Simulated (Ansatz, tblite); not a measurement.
# The cluster Mg₃Si: one state, many levels

Aim: run the singlet of the cluster Mg₃Si at one geometry on many levels, and compare frontier levels, spin and run time.

Program: Ansatz 0.2.0, Gaussian basis. Level of theory: as each input shows. These are calculated values, not measurements.

Plan: GFN1-xTB, GFN2-xTB, PBE-D4/def2-TZVP, r2SCAN-D4/def2-TZVP, BHLYP-D4/def2-TZVP, LC-ωPBE/def2-TZVP, ωB97X-V/def2-TZVP, revPBE-D4/def2-TZVP, LDA/def2-TZVP, PBE-D4/def2-SVP, PBE0-D4/def2-SVP, HF/STO-3G, PBE0-D4/def2-TZVPD, PBE-D4/def2-TZVPD, r2SCAN-D4/def2-TZVPD, CCSD(T)/def2-TZVPP, MP2/def2-TZVP, RPA/def2-TZVP.

### Step 1. The structure

The geometry is that of the singlet, from an earlier relaxation (r2SCAN-D4/def2-TZVP). At that level it is the lowest of the isomers that a small search found.

4 atoms, charge 0, spin multiplicity 1.

Bond lengths: Mg1–Si4 2.551 Å, Mg2–Si4 2.541 Å, Mg3–Si4 2.415 Å. Angles: Mg1–Si4–Mg2 168.5°, Mg1–Si4–Mg3 79.1°, Mg2–Si4–Mg3 89.4°.

PBE0-D4/def2-TZVP was run before; its log isn't repeated, and its numbers join the tables.

### Step 2. GFN1-xTB

Tight binding, by tblite at 300 K electronic temperature and without a spin-polarisation term:

```python
tblite.interface.Calculator('GFN1-xTB', numbers, positions, charge=0, uhf=0).singlepoint()
```

Energy -107.8909 eV, HOMO -8.62 eV, LUMO -7.09 eV; 0.003 s.

### Step 3. GFN2-xTB

Tight binding, by tblite at 300 K electronic temperature and without a spin-polarisation term:

```python
tblite.interface.Calculator('GFN2-xTB', numbers, positions, charge=0, uhf=0).singlepoint()
```

Energy -85.9277 eV, HOMO -4.85 eV, LUMO -3.64 eV; 0.03 s.

### Step 4. PBE-D4/def2-TZVP

start.molden holds the orbitals of an earlier run on this state, given as this run's starting guess.

in.yaml

```yaml
crystal:
  periodic: [false, false, false]
  atoms:
    - {symbol: Mg, position_ang: [-0.311796, 0.512297, 2.453653]}
    - {symbol: Mg, position_ang: [-0.121368, -1.337821, -2.258690]}
    - {symbol: Mg, position_ang: [0.757563, 1.457720, -0.369001]}
    - {symbol: Si, position_ang: [-0.324399, -0.632207, 0.174038]}
basis:
  gaussian: {orbitals: def2-TZVP, initial_orbitals: start.molden}
hamiltonian: {xc: pbe, dispersion: d4}
scf: {omitted_lower_state_checks: [starts]}
output: {orbitals: {seedname: orbitals}}
```

On the command line:

```sh
$ ansatz run in.yaml --threads 4 --pin off --events-out ev --progress --plain --max-ram 3916MiB
```

The runs that follow: r2SCAN-D4/def2-TZVP; BHLYP-D4/def2-TZVP; LC-ωPBE/def2-TZVP; ωB97X-V/def2-TZVP; revPBE-D4/def2-TZVP; LDA/def2-TZVP; PBE-D4/def2-SVP; PBE0-D4/def2-SVP; HF/STO-3G; PBE0-D4/def2-TZVPD; PBE-D4/def2-TZVPD; r2SCAN-D4/def2-TZVPD; CCSD(T)/def2-TZVPP; MP2/def2-TZVP; RPA/def2-TZVP.

Before running them: what should the planned runs give, taken together? Wanted: gap in def2-TZVP, named functionals, smallest and largest; correlation energy, CCSD(T)/def2-TZVPP; correlation energy, MP2/def2-TZVP; binding an atom, CCSD(T)/def2-TZVPP; PBE0 total energy, smallest basis above largest.

As calculated:

| quantity | value |
| --- | --- |
| gap in def2-TZVP, named functionals, smallest and largest | 0.58 eV (LDA), 4.73 eV (LC-ωPBE) |
| correlation energy, CCSD(T)/def2-TZVPP | -21.34 eV |
| correlation energy, MP2/def2-TZVP | -19.89 eV |
| binding an atom, CCSD(T)/def2-TZVPP | 0.593 eV |
| PBE0 total energy, smallest basis above largest | 8.50 eV (def2-SVP, def2-TZVPD) |

In words: Orbital gaps of the named functionals in def2-TZVP span 0.58 eV (LDA) to 4.73 eV (LC-ωPBE); exact exchange widens it. A small miss in a minimal or small basis is a cancelling of errors, not accuracy. The functionals in def2-TZVP miss CCSD(T)/def2-TZVPP by -0.146 (BHLYP-D4) to +0.388 eV (LDA) an atom. The reference is CCSD(T) in one finite basis, so it carries an error of its own, often a tenth of an eV or more, and near misses can't be ranked.
